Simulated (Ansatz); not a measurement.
# BSiHO⁺, doublet: the ladder up to UCCSDT(Q)

Geometry: that of the BSiHO, triplet, kept fixed.

```tsv
atom	x (Å)	y (Å)	z (Å)
O	0.0000	-0.6768	0.7851
B	0.0000	0.5672	1.0991
Si	0.0000	0.1181	-0.9410
H	0.0000	1.3691	1.9713
```

Basis cc-pVDZ; Ansatz 0.2.0. Correlated methods freeze the noble-gas cores, which leaves 13 electrons in 44 orbitals. Prefix R: restricted or restricted open-shell reference; prefix U: unrestricted. Active spaces: frontier = (9e, 9o) about the gap.

Full CI isn't at hand for all of this; UCCSDT(Q) serves as the reference, and is uncertain by the last step of the cluster series or more. The frozen core follows each run's orbitals, which can shift R against U totals by a few meV.

For open shells CISD is restricted-active-space CI with the open shells as a complete middle space.

```
UHF ⟨S²⟩                          : 0.793
T1 diagnostic (RCCSD)             : 0.0262
largest doubles amplitude (RCCSD) : 0.083
T1 diagnostic (UCCSD)             : 0.0273
```

Task: From what is known of these methods and the diagnostics, rank them by the size of their error in total energy against UCCSDT(Q) in cc-pVDZ, smallest first (an estimate: the text doesn't fix the numbers).
A. CASSCF (frontier space)
B. RHF
C. CISD
D. UCCSD(T)
E. UCCSDT

Result: E (0.85 kcal/mol), D (1.50 kcal/mol), C (30.78 kcal/mol), A (136.00 kcal/mol), B (225.75 kcal/mol).

All errors are against UCCSDT(Q) in cc-pVDZ. Within each family the higher level lies nearer, as is usual though not guaranteed.
